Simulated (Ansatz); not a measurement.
Reaction (SMILES): F[C]F (closed-shell singlet) + 3 [H][H] (H2) → C (CH4) + 2 F (HF)
B3LYP-D3(BJ)/def2-TZVP geometries, fixed; electronic energies without zero-point terms.

The energy of full hydrogenation at MP2 with Ansatz (an electronic-structure program), in kcal/mol, split into its Hartree-Fock and correlation parts. Cores are frozen. A restricted Hartree-Fock determinant is unstable towards unrestricted orbitals. No added dispersion term, no relativity. Functions are those of the species that has most.

```
basis    X  functions  Hartree-Fock      MP2
-------  -  ---------  ------------  -------
cc-pVDZ  2         42       -111.67  -112.57
cc-pVTZ  3         90       -110.14  -118.29
cc-pVQZ  4        175       -111.01  -121.24
```

Worked estimate of the basis-set limit from each neighbouring pair, with Hartree-Fock from the larger set and the correlation part extrapolated as X^-3.
Correlation parts: X = 2: -0.90, X = 3: -8.15, X = 4: -10.23.
- (2,3): (27·(-8.15) - 8·(-0.90))/19 = -11.20; with Hartree-Fock -110.14 the estimate is -121.34 kcal/mol.
- (3,4): (64·(-10.23) - 27·(-8.15))/37 = -11.75; with Hartree-Fock -111.01 the estimate is -122.76 kcal/mol.
The last two estimates differ by 1.42 kcal/mol; the largest set lies 1.52 from the last. Over the last step Hartree-Fock moves by -0.87 and the correlation part by -2.08.
